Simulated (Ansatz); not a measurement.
A calculation with Ansatz (development build ahead of 0.2.0).

```yaml
crystal:
  periodic: [false, false, false]
  atoms:
    - { symbol: C, position_ang: [0.2631, -0.1401, 0.5257] }
    - { symbol: C, position_ang: [-0.2631, 0.1401, -0.5257] }
    - { symbol: H, position_ang: [0.7311, -0.3892, 1.4608] }
    - { symbol: H, position_ang: [-0.7311, 0.3892, -1.4608] }
basis:
  gaussian: { orbitals: def2-SVP }
total_charge: 1
magnetization:
  spin_polarized: true
  initial_magnetization: 1
hamiltonian:
  xc: hf
correlation:
  method: mp2
  frozen_orbitals: { C: 1, H: 0 }
output:
  forces: true
```

The input is written out in the form of the current development build from the run's settings.

Results

- Converged: yes
- Reference energy: -76.39840 hartree
- Correlation energy: -0.20190 hartree
- Total energy: -76.60030 hartree
- Spin squared of the determinant: 0.754
- Stability test: minimum

Forces (eV/Å):
| atom | Fx | Fy | Fz |
| --- | --- | --- | --- |
| C1 | 2.240 | -1.192 | 4.476 |
| C2 | -2.240 | 1.192 | -4.476 |
| H3 | 0.233 | -0.124 | 0.466 |
| H4 | -0.233 | 0.124 | -0.466 |

Caution: MP2 on this radical cation hangs on the determinant chosen.
